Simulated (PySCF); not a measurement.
# What the low excited states add to the polarisability

Compound: 3-fluoropropenenitrile, C₃H₂FN.
SMILES: `N#C/C=C/F`

Method used: TDDFT wB97X-D/def2-SVPD, vertical, gas phase, core orbitals frozen in the response in PySCF 2.14.0, density-fitted response routines. Geometry: PBE0-D3(BJ)/def2-SVP; no solvent, vibrations or thermal averaging.

Computed singlets:

| state | E (eV) | f |
| --- | --- | --- |
| S1 | 6.39 | 0.326 |
| S2 | 6.63 | 0.0000 |
| S3 | 6.87 | 0.0001 |
| S4 | 7.96 | 0.0092 |
| S5 | 8.12 | 0.013 |
| S6 | 8.26 | 0.172 |
| S7 | 8.46 | 0.0001 |
| S8 | 8.57 | 0.0000 |
| S9 | 9.07 | 0.023 |
| S10 | 9.19 | 0.0079 |

Task: How much of the mean static polarisability do these states give, one by one?

Result: Each state adds f / ΔE² (ΔE in hartree, 27.2114 eV).

```
state  f/ΔE² (au)  running sum (au)  running share of α (%)
   S1        5.91              5.91                    13.9
   S2        0.00              5.91                    13.9
   S3        0.00              5.91                    13.9
   S4        0.11              6.02                    14.2
   S5        0.15              6.17                    14.5
   S6        1.87              8.03                    18.9
   S7        0.00              8.04                    18.9
   S8        0.00              8.04                    18.9
   S9        0.20              8.24                    19.4
  S10        0.07              8.31                    19.5
```

The full response gives 42.51 au (6.30 Å³), so 34.2 au comes from the higher roots of the same equations.

Task: By how much does the contribution of these states grow at 532 nm?

Result: With ω = 0.0856 hartree each state's term in the mean polarisability goes from f / ΔE² to f / (ΔE² − ω²); the sum over all 10 states goes from 8.31 to 9.42 au, a rise of 1.11 au.

The largest single term belongs to S1, which also has the largest f.

A one-level model with all 26 active electrons at a single energy would need ΔE = √(N/α) = 21.3 eV to give this α, against S1 at 6.39 eV.

Time: 21 s of wall time. Hardware: one thread, Arm Neoverse N1 (shared host).
